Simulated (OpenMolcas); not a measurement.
# triplet HBS: levels of theory compared

Aim: a comparison of 6 runs (UHF/3-21G, UB3LYP/6-31G*, UB3LYP/def2-TZVPPD, UBHLYP/def2-TZVPPD, UPBE/def2-TZVPPD, UTPSS/def2-TZVPPD) of triplet HBS. 

Program for the calculation: OpenMolcas 26.06.

## 1. The structure to begin with

The species is HBS (3 atoms), meant as a triplet with charge 0. SMILES of the parent species: `B=S`. The coordinates come from a PBE0-D4/def2-TZVP relaxation. That shape belongs to the parent species and isn't relaxed for this state.

Bond lengths: B1–S2 1.598 Å, B1–H3 1.175 Å. Angles: S2–B1–H3 180.0°.

## 2. A single-point energy at UHF/3-21G (run 1)

The input, mol.xyz:

```xyz
3

B     -0.038660    -0.014560     0.134750
S      0.399170     0.147640    -1.393290
H     -0.360510    -0.133080     1.258530
```

The input, job.input:

```
>>> EXPORT MOLCAS_PRINT=2
&GATEWAY
BasLib=$CurrDir
Coord=mol.xyz
Basis=3-21G
Group=NoSym
&SEWARD
&SCF
UHF
Spin=3
Thresholds=1e-10 1e-07 1e-07 1e-05
PrOrbitals=1 1
```

The basis set 3-21G is read from a file made from the Basis Set Exchange's data (not shown).

Command:

```
$ export MOLCAS_MEM=1860
$ pymolcas job.input > job.log
```

The program printed:

```text
--- Start Module: gateway ---
[...]
--- Stop Module: gateway /rc=_RC_ALL_IS_WELL_ ---
--- Start Module: seward ---
[...]
      Basis functions           24
--- Stop Module: seward /rc=_RC_ALL_IS_WELL_ ---
--- Start Module: scf ---
[...]
       Convergence after  21 Iterations
[...]
::    Total SCF energy                               -420.5502157567
[...]
      Total spin, S                                     1.0049728939
[...]
      Total electronic charge=   22.000000
      Total            charge=   -0.000000
[...]
      Dipole Moment (debye):
      Origin of the operator (angstrom)=    0.2722    0.1006   -0.9501
                   X= -3.4405E-02               Y= -1.1627E-02               Z=  1.2088E-01           Total=  1.2622E-01
      Quadrupole Moment (debye*angstrom):
[...]
--- Stop Module: scf /rc=_RC_ALL_IS_WELL_ ---
[...]
```

Wall time 2 s (1 thread of Arm Neoverse V1, shared host); peak memory 0.37 GiB.

## 3. A single-point energy at UB3LYP/6-31G(d) (Cartesian functions) (run 2)

The input, run.input:

```
&GATEWAY
 BasLib=$CurrDir
 Coord
 3
 angstrom
 B       -0.038660      -0.014560       0.134750
 S        0.399170       0.147640      -1.393290
 H       -0.360510      -0.133080       1.258530
 Basis=6-31Gs
 Group=NoSym

&SEWARD
 GridInput
 Grid=UltraFine
 End of Grid

&SCF
 UHF
 Spin=3
 KSDFT=B3LYP
 Thresholds=1e-10 1e-07 1e-07 1e-05
 PrOrbitals=1 2
```

The basis set 6-31G* is read from a file made from the Basis Set Exchange's data (not shown).

Command:

```
$ export MOLCAS_MEM=1860
$ pymolcas run.input > run.log
```

The program printed:

```text
--- Start Module: gateway ---
[...]
--- Stop Module: gateway /rc=_RC_ALL_IS_WELL_ ---
--- Start Module: seward ---
[...]
      Basis functions           36
--- Stop Module: seward /rc=_RC_ALL_IS_WELL_ ---
--- Start Module: scf ---
[...]
       Convergence after  21 Iterations
[...]
::    Total KS-DFT energy                            -423.4804899357
[...]
      Total spin, S                                     1.0020796388
[...]
      Total electronic charge=   22.000000
      Total            charge=   -0.000000
[...]
      Dipole Moment (debye):
      Origin of the operator (angstrom)=    0.2722    0.1006   -0.9501
                   X=  9.5309E-02               Y=  3.5999E-02               Z= -3.3213E-01           Total=  3.4741E-01
      Quadrupole Moment (debye*angstrom):
[...]
--- Stop Module: scf /rc=_RC_ALL_IS_WELL_ ---
[...]
```

It took 11 s on 1 thread of Arm Neoverse V1, shared host; peak memory 0.37 GiB.

Runs 3 to 5 aren't shown in full; the table further down has their settings and results.

## 4. The energy at UTPSS/def2-TZVPPD (run 6)

The input, calc.input:

```
* BHS Kohn-Sham DFT

&gateway
 baslib
 $CurrDir
 coord
 3
 angstrom
 B       -0.038660      -0.014560       0.134750
 S        0.399170       0.147640      -1.393290
 H       -0.360510      -0.133080       1.258530
 basis
 def2-TZVPPD
 group
 NoSym

&seward
 gridinput
 Grid=UltraFine
 End of Grid

&scf
 uhf
 spin
 3
 ksdft
 2
 1.0 MGGA_X_TPSS
 1.0 MGGA_C_TPSS
 thresholds
 1e-10 1e-07 1e-07 1e-05
 prorbitals
 1 1
```

The basis set def2-TZVPPD is read from a file made from the Basis Set Exchange's data (not shown).

Command:

```
$ export MOLCAS_MEM=1860
$ pymolcas calc.input > calc.log
```

The program printed:

```text
--- Start Module: gateway ---
[...]
--- Stop Module: gateway /rc=_RC_ALL_IS_WELL_ ---
--- Start Module: seward ---
[...]
      Basis functions          105
--- Stop Module: seward /rc=_RC_ALL_IS_WELL_ ---
[...]
--- Start Module: scf ---
[...]
       Convergence after  25 Iterations
[...]
::    Total KS-DFT energy                            -423.5373496897
[...]
      Total spin, S                                     1.0036845986
[...]
      Total electronic charge=   22.000000
      Total            charge=   -0.000000
[...]
      Dipole Moment (debye):
      Origin of the operator (angstrom)=    0.2722    0.1006   -0.9501
                   X=  1.1443E-01               Y=  4.3195E-02               Z= -3.9878E-01           Total=  4.1711E-01
      Quadrupole Moment (debye*angstrom):
[...]
--- Stop Module: scf /rc=_RC_ALL_IS_WELL_ ---
[...]
```

It took 80 s on 1 thread of Arm Neoverse V1, shared host; peak memory 0.6 GiB.

## 5. Overview of the runs

| run | level | Cartesian functions | integration grid | energy (Eh) | dipole moment (D) | HOMO energy (eV) | ⟨S²⟩ | wall time |
| --- | --- | --- | --- | --- | --- | --- | --- | --- |
| 1 | UHF/3-21G | no | – | -420.550216 | 0.13 | -7.02 | 2.015 | 2 s |
| 2 | UB3LYP/6-31G* (Cartesian functions) | yes | UltraFine | -423.480490 | 0.35 | -3.58 | 2.006 | 11 s |
| 3 | UB3LYP/def2-TZVPPD | no | UltraFine | -423.527737 | 0.41 | -3.92 | 2.008 | 48 s |
| 4 | UBHLYP/def2-TZVPPD | no | UltraFine | -423.495566 | 0.29 | -5.07 | 2.011 | 50 s |
| 5 | UPBE/def2-TZVPPD | no | UltraFine | -423.288466 | 0.50 | -3.14 | 2.008 | 53 s |
| 6 | UTPSS/def2-TZVPPD | no | UltraFine | -423.537350 | 0.42 | -3.22 | 2.011 | 80 s |

## 6. What came out

| quantity | value |
| --- | --- |
| run 6: total energy | -423.53735 Eh |
| run 6: dipole moment | 0.42 D |
| run 6: HOMO energy (highest over α and β) | -3.22 eV |
| run 6: ⟨S²⟩ | 2.011 |

**Reading.** The dipole moment (its size) runs from 0.13 D (UHF/3-21G) to 0.50 D (UPBE/def2-TZVPPD). The two ends differ in method and basis. The two dipoles point in opposite directions. Totals of different functionals can't be ranked against each other. All runs together took 4.1 min, the longest 80 s.
